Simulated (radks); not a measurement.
**S³⁺ in [Ne] 3s2 3p1: an all-electron calculation**

An exercise on one series of results from a longer session: the logs are not shown, and one member is left open.

Program: radks (a radial shooting solver on a logarithmic mesh, Libxc functionals) version 1. Level of theory: Dirac Kohn-Sham, PBE, spin-unpolarised, spherical densities, point nucleus; open shells are shared between the two j in proportion to 2j + 1. These are calculated values, not measurements, unless marked.

## Starting point

- element: sulfur (Z = 16)
- charge: +3
- electrons: 13
- configuration: [Ne] 3s2 3p1

The outer shells:

S³⁺
```
[Ne] core
3s [↑↓]
3p [↑ ][  ][  ]
```

The first run:

Input:

```text
Z 16
configuration [Ne] 3s2 3p1
relativity Dirac
functional pbe,pbe
spin unpolarised
j_filling average
nucleus point
c 137.035999084
```

Among the steps run: Self-consistent calculation.

One of the session's tables, all rows but one given; the rest of the session is left out.

It belongs to the step «Shells». Radial moments (bohr):

```
level      <r>  outermost maximum (interpolated)  90 % within  nodes
1s1/2  0.09687                            0.0633        0.173      0
2s1/2   0.4778                             0.388        0.749      1
2p1/2   0.4393                             0.324        0.732      0
2p3/2   0.4415                             0.326        0.735      0
3s1/2    1.520                              1.34         2.25      2
3p1/2        ?                                 ?            ?      ?
3p3/2    1.665                              1.44         2.51      1
```

Estimate the missing values for 3p1/2.

As computed: <r>: 1.660; outermost maximum (interpolated): 1.44; 90 % within: 2.50; nodes: 1. In the column «<r>» it lies between 3s1/2 (1.520) and 3p3/2 (1.665).

To keep in mind: Spin polarisation and multiplet splitting are left out.
